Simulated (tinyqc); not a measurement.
Worked calculation: harmonic frequencies on the UHF/sto-3g surface (energies and gradients from PySCF), for CH, spin multiplicity 4. One step of it, computed by the program tinyqc.

Question. One row of the Hessian: 1Cz. Displace 1Cz by +/-0.002 bohr; H(k, :) = (g(+) - g(-)) / (2 delta).

optimised positions (bohr):
```
           x         y         z
1C  0.000000  0.000000  0.175743
2H  0.000000  0.000000  2.210982
```

gradient at +delta (hartree/bohr):
```
             x           y            z
1C  0.00000000  0.00000000   0.00097625
2H  0.00000000  0.00000000  -0.00097625
```

gradient at -delta (hartree/bohr):
```
             x           y            z
1C  0.00000000  0.00000000  -0.00096992
2H  0.00000000  0.00000000   0.00096992
```

Give: row of the Hessian.

Answer.

row of the Hessian (hartree/bohr^2): 1Cx 0.000000, 1Cy 0.000000, 1Cz 0.486541, 2Hx 0.000000, 2Hy 0.000000, 2Hz -0.486541
